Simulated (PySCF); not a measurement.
C3H9PS.
InChI=1S/C3H9PS/c1-4(2,3)5/h1-3H3

The closed-shell ground state was solved at several levels (PySCF, density fitting, gas phase, non-relativistic). Isolated species at its PBE0-D3(BJ)/def2-SVP geometry, gas phase.

```
        level  basis functions  HOMO (eV)  LUMO (eV)  gap (eV)  dipole (D)
PBE0/pcSseg-0               71      -6.23       1.44      7.67        5.10
PBE0/IGLO-III              283      -6.20       0.31      6.51        4.55
 PBE0/cc-pVTZ              284      -6.24       0.66      6.90        4.90
 PBE0/cc-pVDZ              123      -6.05       1.23      7.28        4.91
PBE0/pcSseg-2              320      -6.33       0.12      6.45        4.96
```

(1) What might PBE0/aug-cc-pVDZ (204 basis functions) give for the same quantities?

(2) Over all these levels, which gives the widest orbital gap and which the narrowest?

(3) How much does the basis alone move the frontier levels among the 6 PBE0 rows (the withheld one included)?

(4) How far do the dipole and the HOMO energy spread over the levels?

Results:

(1) HOMO -6.27 eV, LUMO -0.41 eV, gap 5.86 eV, dipole 5.06 D.

(2) PBE0/pcSseg-0 has the widest, 7.67 eV, and PBE0/aug-cc-pVDZ the narrowest, 5.86 eV. From the narrowest to the widest the HOMO moves by +0.04 eV and the LUMO by +1.85 eV.

(3) The HOMO by 0.28 eV and the LUMO by 1.85 eV. By rising basis size (HOMO, LUMO in eV): pcSseg-0 -6.23, 1.44; cc-pVDZ -6.05, 1.23; aug-cc-pVDZ -6.27, -0.41; IGLO-III -6.20, 0.31; cc-pVTZ -6.24, 0.66; pcSseg-2 -6.33, 0.12.

(4) The dipole runs from 4.55 to 5.10 D (mean 4.91 D) and the HOMO from -6.33 to -6.05 eV.
